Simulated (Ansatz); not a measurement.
# Zirconium, hcp: convergence with the k-point mesh

Computed with Ansatz, PBE, scalar-relativistic PAW, on the relaxed cell (a = 3.232 Å, c = 5.174 Å (c/a = 1.601); spin not included). Errors count from a run at 420 eV on a Γ-centred 18×18×10 mesh with Fermi-Dirac smearing of 0.1 eV, extrapolated to zero width. Fixed here: cutoff 420 eV, Fermi-Dirac width 0.1 eV. The SCF starts from atomic densities corrected by a trained network.

| k-mesh | E(σ→0) error (meV/atom) | P (GPa) | SCF iterations |
| --- | --- | --- | --- |
| 2×2×1 | -374.7 | -2.80 | 6 |
| 3×3×2 | -51.6 | -1.13 | 6 |
| 6×6×3 | 28.4 | 0.44 | 6 |
| 7×7×4 | 1.7 | 0.07 | 6 |
| 9×9×5 | -2.8 | -0.04 | 6 |
| 12×12×7 | 1.0 | 0.03 | 6 |
| 16×16×9 | -0.1 | 0.00 | 6 |

Task: What does the run at 4×4×2 give (k-mesh)?

Result: E(σ→0) error (meV/atom): 30.6; P (GPa): 0.31; SCF iterations: 6.

Within 5 meV/atom of the last row: from 7×7×4 on.
